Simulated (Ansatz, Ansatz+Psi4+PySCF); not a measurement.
```xyz
8

C     0.0000    0.0000    0.7622
C     0.0000    0.0000   -0.7622
H     0.0000    1.0190    1.1572
H    -0.8824   -0.5095    1.1572
H     0.8824   -0.5095    1.1572
H     0.0000   -1.0190   -1.1572
H    -0.8824    0.5095   -1.1572
H     0.8824    0.5095   -1.1572
```

Basis set: cc-pVTZ (spherical functions). Correlated methods keep 2 orbitals frozen. Charge 0, multiplicity 1.

Computed with Ansatz (development build ahead of 0.2.0); each method stands on the lowest determinant of its kind that the runs found. Restricted open shells among the atoms or ions are ROHF, correlated in semicanonical orbitals with singles.

Problem. Give the vertical ionization energy (product with multiplicity 2 at the same shape, open shells in the same class of orbitals) of singlet C2H6 by RHF-MP2, RHF.

Solution.

```json
{"method": "RHF-MP2", "ionization energy": "13.17 eV"}
{"method": "RHF", "ionization energy": "12.04 eV"}
```

Caution for RHF-MP2: MP2 on this radical cation hangs on the determinant chosen; a plain start can end on a higher determinant; another reference gives a lower total.
